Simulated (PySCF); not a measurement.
Atoms are numbered as in `[CH3:1]/[CH:2]=[CH:3]/[C:4]#[N:5]`; H(Xn) means a hydrogen on atom n.

GIAO PBE0/pcSseg-1 shifts (PySCF 2.14.0 with density-fitted response routines, gas phase, non-relativistic, equivalent atoms averaged), each against references optimised in the same way as the molecule (TMS, NH3).

On the GFN2-xTB geometry: C2 161.5, C4 122.2, C3 107.3, C1 23.6, N5 315.4, H(C2) 6.97, H(C3) 5.44, H(C1) 2.09 ppm.

Problem. What changes on the PBE0-D3(BJ)/def2-SVP geometry?

Solution. 
```tsv
atoms	δ (ppm)	change
C2	160.7	-0.8
C4	122.1	-0.1
C3	108.6	+1.3
C1	22.5	-1.1
N5	319.6	+4.2
H(C2)	6.74	-0.23
H(C3)	5.29	-0.15
H(C1)	2.00	-0.09
```

Bonds between heavy atoms that differ most (equivalent bonds averaged): C3–C4 1.407 → 1.426 Å, C4–N5 1.147 → 1.160 Å, C2–C3 1.333 → 1.343 Å. Mean change of bonds to hydrogen: C–H +0.013 Å.
